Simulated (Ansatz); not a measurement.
## A ladder of methods for BH3O (SMILES BO)

BH3O: 5 atoms, total charge 0, spin state singlet. SMILES: `BO`. The coordinates come from a PBE0-D4/def2-TZVP relaxation.

```xyz
5

B    -0.2266   -0.3528    0.0747
O     0.4135    0.8018    0.3459
H    -0.8203   -0.8655    0.9778
H    -0.1906   -0.8289   -1.0281
H     0.8740    1.1718   -0.4117
```

Quantity: the energy change with the O2–H5 bond stretched from 0.961 to 1.921 Å, in eV. The values are calculated.

```json
{"level": "HF/STO-3G (restricted)", "kind": "Hartree–Fock", "program": "Ansatz", "value (eV)": "7.20", "less FCI/STO-3G": "+3.71"}
{"level": "SVWN5/STO-3G (restricted)", "kind": "LDA", "program": "Ansatz", "value (eV)": "4.45", "less FCI/STO-3G": "+0.96"}
{"level": "PBE0/STO-3G (restricted)", "kind": "global hybrid", "program": "Ansatz", "value (eV)": "5.08", "less FCI/STO-3G": "+1.59"}
{"level": "B2PLYP/STO-3G (restricted)", "kind": "double hybrid", "program": "Ansatz", "value (eV)": "4.83", "less FCI/STO-3G": "+1.34"}
{"level": "MP2/STO-3G (restricted)", "kind": "perturbation theory", "program": "Ansatz", "value (eV)": "4.85", "less FCI/STO-3G": "+1.36"}
{"level": "CCSD(T)/STO-3G (restricted)", "kind": "coupled cluster or CI", "program": "Ansatz", "value (eV)": "3.51", "less FCI/STO-3G": "+0.02"}
{"level": "CCSDT/STO-3G (restricted)", "kind": "coupled cluster or CI", "program": "Ansatz", "value (eV)": "3.50", "less FCI/STO-3G": "+0.01"}
{"level": "FCI/STO-3G", "kind": "exact in the basis", "program": "Ansatz", "value (eV)": "3.49", "less FCI/STO-3G": "0.00"}
```

FCI/STO-3G is exact within its basis and frozen core, so for wave-function methods in that basis the difference is their error; functionals converge differently with the basis, so for them it is only a difference. Spin-restricted single references rise too steeply as a bond breaks, Hartree–Fock most of all. Perturbation and coupled-cluster corrections on them can overshoot downwards. The first shape isn't each level's own minimum. The values span 3.49 to 7.20 eV. All rows use very small basis sets, so even the best lies far from the true value.
